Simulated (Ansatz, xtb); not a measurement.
# Relative energy of two isomers of C4H5NS

We compare I, `Cc1cscn1`, a singlet, with II, `Cc1cncs1`, a singlet. Both are isolated molecules in the gas phase, relaxed with PBE-D3(BJ)/def2-SVP.

I (Å):

```
atom    x (Å)    y (Å)    z (Å)
   C   1.0088  -3.0598  -1.2543
   C   0.5769  -1.6252  -1.3081
   C  -0.7302  -1.1736  -1.3986
   C   0.9737   0.5582  -1.3243
   N   1.5272  -0.6244  -1.2673
   S  -0.7741   0.5560  -1.4340
   H   1.5805  -3.2594  -0.3249
   H   0.1429  -3.7468  -1.2906
   H   1.6832  -3.2954  -2.1030
   H  -1.6523  -1.7649  -1.4454
   H   1.5279   1.5087  -1.3073
```

II (Å):

```xyz
11

C     1.0460   -3.1326   -1.5625
C     0.6816   -1.6973   -1.3532
C    -0.5743   -1.1139   -1.3250
C     0.5816    0.7287   -0.9730
N    -0.6229    0.2411   -1.1123
S     1.8752   -0.4502   -1.0939
H     1.5944   -3.5542   -0.6945
H     1.6867   -3.2737   -2.4576
H     0.1267   -3.7330   -1.7061
H    -1.5084   -1.6795   -1.4628
H     0.8129    1.7893   -0.7927
```

Quicker runs give these differences E(II) − E(I): GFN2-xTB +0.73 kcal/mol; HF/STO-3G +0.56 kcal/mol (at GFN2-xTB geometries); r2SCAN-D4/def2-SVP +1.13 kcal/mol (at GFN2-xTB geometries).

Problem. Estimate E(II) − E(I) at the level CCSD(T)/def2-SVP + ΔMP2/def2-TZVPP.

Solution. Calculated at CCSD(T)/def2-SVP + ΔMP2/def2-TZVPP: E(II) − E(I) = +1.64 kcal/mol, so structure I lies lower.

The same difference at several levels:

```tsv
level	geometry	E(II) − E(I) (kcal/mol)	departure from the last row (kcal/mol)	job, with rough time for the two
GFN2-xTB	GFN2-xTB	+0.73	−0.92	optimisation, 0.23 s
HF/STO-3G	GFN2-xTB	+0.56	−1.09	single point, 0.62 s
r2SCAN-D4/def2-SVP	GFN2-xTB	+1.13	−0.51	single point, 4.5 s
PBE-D3(BJ)/def2-SVP	PBE-D3(BJ)/def2-SVP	+0.91	−0.73	optimisation, 26 s
HF/def2-SVP	PBE-D3(BJ)/def2-SVP	+1.39	−0.25	part of the CCSD(T) run
MP2/def2-SVP	PBE-D3(BJ)/def2-SVP	+0.98	−0.66	part of the CCSD(T) run
CCSD(T)/def2-SVP	PBE-D3(BJ)/def2-SVP	+1.13	−0.51	single point
CCSD(T)/def2-SVP + ΔMP2/def2-TZVPP	PBE-D3(BJ)/def2-SVP	+1.64		single point, 36 s
```

As drawn, both hold the same kinds of bond in the same numbers.

None of the levels shown reverses the order. The largest departure from CCSD(T)/def2-SVP + ΔMP2/def2-TZVPP is that of HF/STO-3G, 1.09 kcal/mol. The last row adds to CCSD(T) the change of the MP2 difference between the two basis sets, here +0.51 kcal/mol.

With thermal terms from frequencies at re-optimised GFN2-xTB minima (ideal gas, soft modes damped towards free rotors, one conformer each, 298.15 K, 1 atm): on the last row, ΔE + ΔZPE = +1.74, ΔH = +1.72, ΔG = +1.80 kcal/mol.

The correlated steps freeze 10 core orbitals. Run with Ansatz 0.2.0, xtb 6.7.1; the last row on 2 threads of Intel(R) Xeon(R) Platinum 8375C CPU @ 2.90GHz (Ice Lake) on a shared host.
